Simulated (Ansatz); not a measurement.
# CH₂N+ (quintet): from Hartree-Fock to the top rungs, def2-TZVPP

An exercise on one series of results from a longer session: the logs are not shown, and one member is left open.

Program: Ansatz 0.2.0, Gaussian basis. Level of theory: def2-TZVPP, core rule «outside noble gas», up to 2 orbitals frozen. These are calculated values, not measurements.

To be run: UHF; ROHF; CCSD(T) on UHF.

## What is computed

The geometry is a PBE0/def2-TZVP stationary point (not a proven minimum) of the parent state, kept for this charge and spin.

4 atoms, charge 1, spin multiplicity 5.

Atoms are counted from 1 here; the program's logs count them from 0.

Bond lengths: N1–C2 1.434 Å, N1–H3 1.028 Å, C2–H4 1.090 Å. Angles: C2–N1–H3 110.2°, N1–C2–H4 121.0°.

The first run:

File in.yaml:

```yaml
crystal:
  periodic: [false, false, false]
  atoms:
    - {symbol: N, position_ang: [-0.030066, -0.130755, 0.661245]}
    - {symbol: C, position_ang: [0.116167, 0.102607, -0.745850]}
    - {symbol: H, position_ang: [-0.282647, 0.742725, 1.141042]}
    - {symbol: H, position_ang: [-0.683794, -0.148384, -1.442336]}
basis:
  gaussian: {orbitals: def2-TZVPP}
total_charge: 1
magnetization: {spin_polarized: true, initial_magnetization: 4}
hamiltonian: {xc: hf}
output: {orbitals: {seedname: orbitals}}
```

Run with:

```bash
ansatz run in.yaml --threads 1 --pin off --events-out ev --progress --plain --max-ram 4096MiB --backend cpu
```

Among the steps run: UHF; ROHF; CCSD(T) on UHF.

One of the session's tables, all rows but one given; the rest of the session is left out.

It belongs to the step «Misses and costs». 

```
  method  from UCCSD(T) (meV)
    ROHF              +7013.0
     UHF              +6825.4
    UMP2              +1028.9
   UCCSD                    ?
UCCSD(T)                    0
```

**Question.** Estimate the row for UCCSD.

**Answer.** from UCCSD(T) (meV): +182.4. In the column «from UCCSD(T) (meV)» it lies between UCCSD(T) (0) and UMP2 (+1028.9).
